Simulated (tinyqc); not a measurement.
Worked calculation: CCD on RHF in the sto-6g basis, for LiH, spin multiplicity 1. One step of it, computed by the program tinyqc.

Problem. Orthogonalisation. S = U s U^T; symmetric (Loewdin) form X = U s^(-1/2) U^T, so that X^T S X = 1.

overlap S, order 1Li 1s, 1Li 2s, 1Li 2px, 1Li 2py, 1Li 2pz, 2H 1s:
```
[[1.000000, 0.235742, 0.000000, 0.000000, 0.000000, 0.109720],
 [0.235742, 1.000000, 0.000000, 0.000000, 0.000000, 0.452771],
 [0.000000, 0.000000, 1.000000, 0.000000, 0.000000, 0.000000],
 [0.000000, 0.000000, 0.000000, 1.000000, 0.000000, 0.000000],
 [0.000000, 0.000000, 0.000000, 0.000000, 1.000000, 0.545547],
 [0.109720, 0.452771, 0.000000, 0.000000, 0.545547, 1.000000]]
```

Give: eigenvalues of S; X.

Solution.

eigenvalues of S: [0.2897, 0.7999, 1.0000, 1.0000, 1.1538, 1.7565]

X, order 1Li 1s, 1Li 2s, 1Li 2px, 1Li 2py, 1Li 2pz, 2H 1s:
```
[[1.0221, -0.1172, 0.0000, 0.0000, 0.0060, -0.0190],
 [-0.1172, 1.1463, 0.0000, 0.0000, 0.1511, -0.3452],
 [0.0000, 0.0000, 1.0000, 0.0000, 0.0000, 0.0000],
 [0.0000, 0.0000, 0.0000, 1.0000, 0.0000, 0.0000],
 [0.0060, 0.1511, 0.0000, 0.0000, 1.1832, -0.4190],
 [-0.0190, -0.3452, 0.0000, 0.0000, -0.4190, 1.3098]]
```
